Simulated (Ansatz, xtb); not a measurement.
# Two structures of BH3NSi

Structure I is a doublet given by its coordinates and structure II is `N=B[SiH2]`, a doublet. Both are isolated molecules in the gas phase, relaxed with r2SCAN-D4/def2-SVP; the shapes shown needn't be the lowest conformers.

I (Å):

```yaml
atoms:
  - { symbol: B, position_ang: [-0.2931, -0.2643, 0.7777] }
  - { symbol: N, position_ang: [-1.4356, 0.1908, 0.0583] }
  - { symbol: Si, position_ang: [-1.9371, 1.8758, -0.0942] }
  - { symbol: H, position_ang: [-1.9957, -0.5324, -0.3985] }
  - { symbol: H, position_ang: [-0.0418, -1.4469, 0.8169] }
  - { symbol: H, position_ang: [0.4011, 0.5520, 1.3351] }
```

Close contacts (Å): B1–N2 1.42, N2–Si3 1.76, B1–H5 1.21, B1–H6 1.21, N2–H4 1.02.

II (Å):

```yaml
atoms:
  - { symbol: B, position_ang: [-1.0415, -0.9203, -0.3393] }
  - { symbol: N, position_ang: [-0.7352, -2.0188, 0.1747] }
  - { symbol: Si, position_ang: [-1.6350, 0.7658, -1.1182] }
  - { symbol: H, position_ang: [-0.4752, -2.8936, 0.5827] }
  - { symbol: H, position_ang: [-1.4207, 0.9013, -2.5863] }
  - { symbol: H, position_ang: [-1.2389, 1.9903, -0.3676] }
```

Quicker runs give these differences E(II) − E(I): GFN2-xTB +33.8 kJ/mol; HF/STO-3G +135.3 kJ/mol (at GFN2-xTB geometries); r2SCAN-D4/def2-SVP//GFN2-xTB +26.9 kJ/mol.

Problem. Estimate E(II) − E(I) at the level CCSD(T)/def2-TZVP.

Solution. Calculated at CCSD(T)/def2-TZVP: E(II) − E(I) = +47.7 kJ/mol, so structure I lies lower.

The same difference at several levels:

```json
{"level": "GFN2-xTB", "geometry": "GFN2-xTB", "E(II) − E(I) (kJ/mol)": "+33.8", "departure from the last row (kJ/mol)": "−13.9", "job, with rough time for the two": "optimisation, 0.21 s"}
{"level": "HF/STO-3G", "geometry": "GFN2-xTB", "E(II) − E(I) (kJ/mol)": "+135.3", "departure from the last row (kJ/mol)": "+87.6", "job, with rough time for the two": "single point, 0.32 s"}
{"level": "r2SCAN-D4/def2-SVP//GFN2-xTB", "geometry": "GFN2-xTB", "E(II) − E(I) (kJ/mol)": "+26.9", "departure from the last row (kJ/mol)": "−20.8", "job, with rough time for the two": "single point, 5.3 s"}
{"level": "r2SCAN-D4/def2-SVP", "geometry": "r2SCAN-D4/def2-SVP", "E(II) − E(I) (kJ/mol)": "+20.4", "departure from the last row (kJ/mol)": "−27.3", "job, with rough time for the two": "optimisation, 98 s"}
{"level": "HF/def2-TZVP", "geometry": "r2SCAN-D4/def2-SVP", "E(II) − E(I) (kJ/mol)": "+74.5", "departure from the last row (kJ/mol)": "+26.8", "job, with rough time for the two": "part of the CCSD(T) run"}
{"level": "MP2/def2-TZVP", "geometry": "r2SCAN-D4/def2-SVP", "E(II) − E(I) (kJ/mol)": "+38.8", "departure from the last row (kJ/mol)": "−8.9", "job, with rough time for the two": "part of the CCSD(T) run"}
{"level": "CCSD(T)/def2-TZVP", "geometry": "r2SCAN-D4/def2-SVP", "E(II) − E(I) (kJ/mol)": "+47.7", "departure from the last row (kJ/mol)": "", "job, with rough time for the two": "single point, 59 s"}
```

None of the levels shown reverses the order. The largest departure from CCSD(T)/def2-TZVP is that of HF/STO-3G, 87.6 kJ/mol.

With harmonic frequencies from r2SCAN-D4/def2-SVP (ideal gas, rigid rotor, one conformer each, 298.15 K, 1 atm): on the last row, ΔE + ΔZPE = +35.8, ΔH = +37.6, ΔG = +35.6 kJ/mol.

Open shells are spin-unrestricted. The correlated steps freeze 7 core orbitals. Programs: Ansatz 0.2.0, xtb 6.7.1; the last row on 1 thread of Arm Neoverse V1 on a shared host.
